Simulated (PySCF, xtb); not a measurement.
fluorine cation (F2), SMILES FF (connectivity only; charge and spin as stated), charge +1, multiplicity 2.

Coordinates come from a B3LYP-D3(BJ)/def2-TZVPD optimisation. The spin state was assumed, not searched.

Level of theory: C-PCM-B3LYP/def2-TZVPD in PySCF.

The values are the electrostatic part of the solvation free energy, E(continuum) − E(gas) at the gas-phase geometry, in a cavity of scaled van der Waals radii (PySCF's table); cavitation and dispersion terms are not included.

```json
[
 {"solvent": "water", "ε": "78.36", "ΔG(elec) (kcal/mol)": "-81.5"},
 {"solvent": "benzene", "ε": "2.27", "ΔG(elec) (kcal/mol)": "-46.2"},
 {"solvent": "2-propanol", "ε": "19.26", "ΔG(elec) (kcal/mol)": "-78.3"}
]
```

For comparison, GFN2-xTB/ALPB(water) (xtb, at the GFN2-xTB geometry, all terms of that model) gives -87.2 kcal/mol.
